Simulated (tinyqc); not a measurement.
Worked calculation: LCCD on RHF in the sto-6g basis, for H2O, spin multiplicity 1. One step of it, computed by the program tinyqc.

Problem. Orthogonalisation. S = U s U^T; canonical form X = U s^(-1/2), so that X^T S X = 1. Each column of U has its largest component positive (the first on a tie).

overlap S, order 1O 1s, 1O 2s, 1O 2px, 1O 2py, 1O 2pz, 2H 1s, 3H 1s:
$$\begin{pmatrix}
1.000000 & 0.231145 & 0.000000 & 0.000000 & 0.000000 & 0.034593 & 0.034593 \\
0.231145 & 1.000000 & 0.000000 & 0.000000 & 0.000000 & 0.353530 & 0.353530 \\
0.000000 & 0.000000 & 1.000000 & 0.000000 & 0.000000 & 0.000000 & 0.000000 \\
0.000000 & 0.000000 & 0.000000 & 1.000000 & 0.000000 & 0.263396 & -0.263396 \\
0.000000 & 0.000000 & 0.000000 & 0.000000 & 1.000000 & 0.175416 & 0.175416 \\
0.034593 & 0.353530 & 0.000000 & 0.263396 & 0.175416 & 1.000000 & 0.133185 \\
0.034593 & 0.353530 & 0.000000 & -0.263396 & 0.175416 & 0.133185 & 1.000000
\end{pmatrix}$$

Give: eigenvalues of S; X.

Solution.

eigenvalues of S: [0.473, 0.555, 0.896, 1.000, 1.089, 1.312, 1.675]

X, order 1O 1s, 1O 2s, 1O 2px, 1O 2py, 1O 2pz, 2H 1s, 3H 1s:
$$\begin{pmatrix}
-0.358 & 0.000 & 0.725 & 0.000 & -0.607 & 0.000 & 0.200 \\
1.005 & 0.000 & -0.268 & 0.000 & -0.282 & 0.000 & 0.471 \\
0.000 & 0.000 & 0.000 & 1.000 & 0.000 & 0.000 & 0.000 \\
0.000 & 0.862 & 0.000 & 0.000 & 0.000 & 0.669 & 0.000 \\
0.421 & 0.000 & 0.664 & 0.000 & 0.646 & 0.000 & 0.200 \\
-0.631 & -0.728 & -0.197 & 0.000 & 0.163 & 0.396 & 0.384 \\
-0.631 & 0.728 & -0.197 & 0.000 & 0.163 & -0.396 & 0.384
\end{pmatrix}$$
